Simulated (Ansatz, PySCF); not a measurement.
System: vinyl fluoride, C2H3F (charge 0, singlet). SMILES: C=CF
Geometry: optimised at B3LYP-D3(BJ)/def2-TZVP (Ansatz, a program for electronic structure).

Harmonic wavenumbers (cm⁻¹) at B3LYP/6-31G* (Ansatz, at its own minimum) and at B3LYP-D3(BJ)/def2-TZVP (PySCF, at the structure above). 6-31G* holds six Cartesian d functions. Modes are numbered in rising order, 12 in all, and paired by that order; shown are modes over 250 cm⁻¹ that lie over 6 % from every other mode at both levels, one of each degenerate set, at most eight drawn at random. The second level is harmonic too, so this factor is not the one that brings values to measured fundamentals.

```json
[
 {"mode": "2", "B3LYP/6-31G* (x)": "733", "B3LYP-D3(BJ)/def2-TZVP (y)": "730"},
 {"mode": "6", "B3LYP/6-31G* (x)": "1190", "B3LYP-D3(BJ)/def2-TZVP (y)": "1168"},
 {"mode": "7", "B3LYP/6-31G* (x)": "1349", "B3LYP-D3(BJ)/def2-TZVP (y)": "1337"},
 {"mode": "9", "B3LYP/6-31G* (x)": "1741", "B3LYP-D3(BJ)/def2-TZVP (y)": "1712"}
]
```

Task: Fit one scale factor, y = λ·x, by least squares, and use it for mode 1, which lies at 485 cm⁻¹ at B3LYP/6-31G*.

Result: λ = Σxy/Σx² = 6709215/6804271 = 0.9860; the rows scatter about it by 6 cm⁻¹ (root mean square). Prediction for mode 1: 478 cm⁻¹. It lies outside the range of the table, so the fit extrapolates. The wavenumber at B3LYP-D3(BJ)/def2-TZVP is 489 cm⁻¹, so the fit misses by -11 cm⁻¹, against -4 cm⁻¹ without it. The fit is meant for this molecule alone.
